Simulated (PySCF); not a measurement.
Compound: C5H7F.
Atom-mapped SMILES: `[CH3:1][C:2]1=[CH:3][C@@H:4]1[CH2:5][F:6]` (hydrogens: H7, H8, H9 on C1; H10 on C3; H11 on C4; H12, H13 on C5)

Computed with PBE0-D3(BJ)/def2-SVP geometry optimisation, gas phase in PySCF 2.14.0.

(1) Give the optimised bond lengths and angles.

## Answers

(1) 
```
               bond  length (Å)   order
              C1–C2       1.469  single
              C2=C3       1.298  double
              C3–C4       1.502  single
              C4–C5       1.502  single
              C5–F6       1.380  single
              C2–C4       1.502  single
C1–H7, C1–H8, C1–H9       1.101  single
             C3–H10       1.087  single
             C4–H11       1.105  single
             C5–H12       1.105  single
             C5–H13       1.105  single
```

Bonds in one row agree within 0.01 Å and their mean is given. Orders are formal, as drawn. A selection of angles:
```
     angle  degrees
  C2–C1–H7    110.2
  C2–C1–H9    112.0
  H7–C1–H8    106.5
  H7–C1–H9    109.3
  C1–C2–C3    153.2
  C1–C2–C4    142.4
  C3–C2–C4     64.4
  C2–C3–C4     64.4
 C2–C3–H10    150.7
 C4–C3–H10    144.9
  C3–C4–C5    121.6
 C3–C4–H11    119.3
 C5–C4–H11    112.9
  C2–C4–C3     51.2
  C2–C4–C5    120.3
 C2–C4–H11    118.3
  C4–C5–F6    110.4
 C4–C5–H12    111.5
 C4–C5–H13    110.0
 F6–C5–H12    107.8
 F6–C5–H13    108.4
H12–C5–H13    108.6
```

Torsions: C1–C2–C3–C4 178° (antiperiplanar); C2–C3–C4–C5 105° (anticlinal); C3–C4–C5–F6 -139° (anticlinal); C1–C2–C4–C3 -179° (antiperiplanar).

The 3-membered ring C2–C3–C4 has internal angles of 51.2° to 64.4°. The 5 C–C bonds span 1.298 Å (C2=C3, drawn double) to 1.502 Å (C4–C5, drawn single), a spread of 0.204 Å.

Point group: C1 (no symmetry element, even within 0.4 Å). Stationary, but not proved a minimum. The numbers are those of one conformer.

On one thread of an Intel Xeon 6975P-C, no GPU, shared host, this took 42 s wall and 0.52 GiB of memory at its peak. That covers the optimisation of the geometry.
